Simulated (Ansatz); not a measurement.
Compare A (`C=C(C)C(C)=O`) with its isomer B (`C1=COCCC1`).

Computed with Ansatz on PBE0-D4/def2-TZVP structures; ΔE is electronic, products minus reactants. CCSD(T)/CBS is the MP2 limit (def2-TZVPP, def2-QZVPP) plus CCSD(T) − MP2 in def2-TZVPP, frozen cores. Functionals use def2-TZVPP. B3LYP here is the variant with VWN-RPA as its local correlation; programs differ in this. One conformer a species, not always the lowest.

Which isomer does CCSD(T)/CBS put lower? Give the gap. (Estimate.)

The calculation gave: A, by 5.3 kcal/mol.

Give E(B) − E(A) in kcal/mol with r2SCAN-D4, CCSD(T)/def2-TZVPP, MP2/def2-TZVPP, B3LYP, CCSD/def2-TZVPP, HF/def2-TZVPP, B2PLYP. (Estimate.)

Ansatz gave: r2SCAN-D4 5.8, CCSD(T)/def2-TZVPP 5.6, MP2/def2-TZVPP 5.0, B3LYP 8.3, CCSD/def2-TZVPP 5.0, HF/def2-TZVPP 8.2, B2PLYP 7.4. None reverses the order clearly.

Largest T1 diagnostic: 0.013.

From PBE to PBE0 (25 % exact exchange), in def2-TZVPP and without D4, E(B) − E(A) moves by −2.8 kcal/mol. The D4 term adds −0.7 kcal/mol with B3LYP and −0.3 kcal/mol with PBE0; it sums over pairs of atoms, weighted by their polarisabilities, and B3LYP, whose exchange is more repulsive, gets the larger term.
